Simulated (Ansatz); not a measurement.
Results of BLYP (Ansatz, an electronic-structure program, PAW) for fluorite CdF₂.

Settings: plane-wave cutoff 520 eV, 12×12×12 k mesh, Fermi–Dirac smearing 0.01 eV, scalar-relativistic PAW data made under PBE.

Pressure at four volumes; x = ln(V/14.112 Å³). One pressure is withheld.

```csv
V (Å³/atom),x,P (GPa)
13.265,-0.0619,6.40
14.112,0.0000,0.01
14.676,0.0392,-3.16
14.958,0.0582,?
```

Problem. Pass a parabola P(x) through the three rows shown, estimate the bulk modulus and its pressure derivative near zero pressure, and predict the withheld pressure.

Solution. Slopes between the rows: (0.01 − (6.40))/(0.0000 − (-0.0619)) = -103.23 and (-3.16 − (0.01))/(0.0392 − (0.0000)) = -80.87 GPa. Their difference over the span 0.1011 is c = 22.36/0.1011 = 221.2 GPa, so P(x) = 6.40 + (-103.23)(x − (-0.0619)) + 221.2 (x − (-0.0619))(x − (0.0000)). At the middle row B = −dP/dx = −[-103.23 + 221.2 × 0.0619] = 89.5 GPa, and B′ = dB/dP = 2c/B = 4.9. At x = 0.0582 the parabola gives -4.45 GPa; the run gives -4.49 GPa. The Birch–Murnaghan fit to the energies at all volumes has B0 = 88.8 GPa and B′ = 4.8.
